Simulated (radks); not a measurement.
# Mg³⁺ in [He] 2s2 2p4 3p1: an all-electron calculation

Wanted: eigenvalues, radial structure and energy terms of the magnesium ion Mg3+.

Program: radks (a radial shooting solver on a logarithmic mesh, Libxc functionals) version 1. Level of theory: Dirac Kohn-Sham, LDA (Slater exchange, Perdew-Wang correlation), spin-unpolarised, spherical densities, point nucleus; open shells are shared between the two j in proportion to 2j + 1. These are calculated values, not measurements, unless marked.

## Step 1: The atom as given

- element: magnesium (Z = 12)
- charge: +3
- electrons: 9
- configuration: [He] 2s2 2p4 3p1

The outer shells:

Mg³⁺
```
[He] core
2s [↑↓]
2p [↑↓][↑ ][↑ ]
3p [↑ ][  ][  ]
```

## Step 2: The calculation

The run's settings:

```text
Z 12
configuration [He] 2s2 2p4 3p1 3s0 3d0
relativity Dirac
functional lda,pw
spin unpolarised
j_filling average
nucleus point
c 137.035999084
```

Started as:

```console
$ python run_ks.py task.json out
```

This one command runs every case of the session in turn.

**Question.** What will this run give?

**Answer**, as computed:

```
                        quantity                   value
                    total energy      -192.76003 hartree
exchange-correlation share of it                  6.93 %
                            −T/E                  1.0008
          highest occupied level       3p3/2, -29.959 eV
    most extended occupied level  3p3/2, <r> = 2.16 bohr
 radius at density 0.001 e/bohr³               3.35 bohr
    maxima of the radial density                       2
```

**Reading.** The radial density shows 2 maxima for 3 occupied principal shells; where shells overlap, one shows as a shoulder or not at all. This is not the tabulated ground configuration, so its levels and sizes aren't those of the ground state, and no measured value stands beside it.
